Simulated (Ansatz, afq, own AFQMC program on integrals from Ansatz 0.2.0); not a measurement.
Integrals from Ansatz 0.2.0, then the random walk in our own AFQMC program (afq).

```yaml
crystal:
  periodic: [false, false, false]
  atoms:
    - {symbol: B, position_ang: [0.000000, -0.112974, 0.069746]}
    - {symbol: H, position_ang: [0.000000, 0.815636, -1.894843]}
    - {symbol: H, position_ang: [0.000000, 0.396099, 1.146754]}
basis:
  gaussian: {orbitals: cc-pVDZ}
magnetization: {spin_polarized: false, initial_magnetization: 1}
correlation: {method: ccsd_t, electrons: outside_noble_gas, hamiltonian_folder: ham}
```

```sh
$ ansatz run in.yaml --threads 1 --pin off --events-out ev --progress --plain --max-ram 24576MiB --backend cuda --devices 0, --max-vram 18GiB
```

afq runs on the folder ham with

```
--method phaseless --trial cisd --walkers 4000 --populations 20 --least-time 60 --time-step 0.005 --steps-per-block 50 --equilibration-blocks 40 --max-blocks 4000 --target-error 0.00027 --factor-cut 1e-05 --start spin_pure --seed 8604 --release-times 0.24,0.51,0.99,1.62,2.4 --release-step 0.03 --release-every 3 --taylor-order 6
```

Times are imaginary, in 1/Eh. The walk had a cap of 122 s. With eight or more populations the least sampling time is a fifth of least-time, and the error comes from their spread.

afq prints:

```
orbitals 23  electrons 3 2  factors 154 of 221
reference energy -25.62156490 Eh
CCSD correlation -0.10898540 Eh in 16 cycles, weight of the determinant in the CISD state 0.8661
energy of the start -25.730557 Eh
 block  time / (1/Eh)  mean weight  energy / Eh
     1     0.250  0.9998  -25.730132
     2     0.500  1.0000  -25.730442
     3     0.750  1.0001  -25.730901
     4     1.000  0.9998  -25.731432
     5     1.250  0.9998  -25.731764
     7     1.750  1.0000  -25.732669
     9     2.250  1.0000  -25.733066
    11     2.750  1.0000  -25.733671
    15     3.750  1.0000  -25.733884
    19     4.750  1.0001  -25.733846
    23     5.750  1.0000  -25.734370
    27     6.750  1.0002  -25.734351
    31     7.750  0.9998  -25.734837
    33     8.250  0.9998  -25.735197
    35     8.750  1.0001  -25.734355
    39     9.750  0.9998  -25.734510
    43    10.750  0.9999  -25.734269
    47    11.750  1.0001  -25.734708
    51    12.750  1.0002  -25.734917
    55    13.750  0.9996  -25.734588
    59    14.750  1.0002  -25.734323
    63    15.750  1.0001  -25.734401
    67    16.750  1.0000  -25.734366
    71    17.750  1.0000  -25.733887
    75    18.750  1.0002  -25.733970
    79    19.750  1.0001  -25.734461
    83    20.750  1.0001  -25.734067
    87    21.750  1.0001  -25.734639
    89    22.250  1.0001  -25.733686
error from the spread of 20 populations
released: time / (1/Eh)  energy / Eh  error  mean overlap
  0.24  -25.734541  0.000077  1.0010
  0.51  -25.734785  0.000073  1.0000
  0.99  -25.734876  0.000063  0.9995
  1.62  -25.734989  0.000071  0.9971
  2.40  -25.735181  0.000081  0.9951
energy -25.734341 +/- 0.000057 Eh
(rows thinned)
```

The run passed its tests (sampling time, drift between the halves within three errors, error under three times the target), which doesn't prove that it has relaxed. The second half of the sampling lies above the first by 1.8 errors of their difference, so the energy may still be moving and its error bar be too small.

Against this walk (error 1.5 meV) on the same determinant: CCSD(T) 5.3 meV higher, CCSDT(Q) 34.3 meV lower, CCSDTQ 34.9 meV lower, full CI 35.0 meV lower. The error is statistical and leaves out the bias of the constraint. The released energies are still falling (meV from the phaseless value at times in 1/Eh: -5.4 ± 2.1 at 0.24, -12.1 ± 2.0 at 0.51, -14.6 ± 1.7 at 0.99, -17.6 ± 1.9 at 1.62, -22.9 ± 2.2 at 2.40), so they give no level; they do show a bias of the constraint, and the last of them that isn't too noisy lies 12 meV above full CI. Full CI is exact here, so the walk's 35 meV above it is the walk's own error: the bias of the constraint with this trial, or a walk that hasn't relaxed.

Cautions: constraint bias not in the error; a spin-contaminated unrestricted determinant lies lower (UHF 628 meV lower, ⟨S²⟩ 1.11); strong correlation (T1 0.053, weight of the determinant 0.87, largest double 0.20).

The walk took 37 s on 1 × NVIDIA H100 80GB HBM3 with 2 threads of AMD EPYC 7R13 Processor (Zen 3), on a shared host (the card was shared). The log's last line is the phaseless energy.

CCSDT and higher add their correlation energy to the determinant of the CCSD(T) run, since their own runs factorise the integrals more tightly (a shift of under 2 meV). A walk keeps the symmetry of its determinant, which the program's search chose and which needn't be the lowest solution, so a lower state of the same spin and another symmetry isn't excluded.
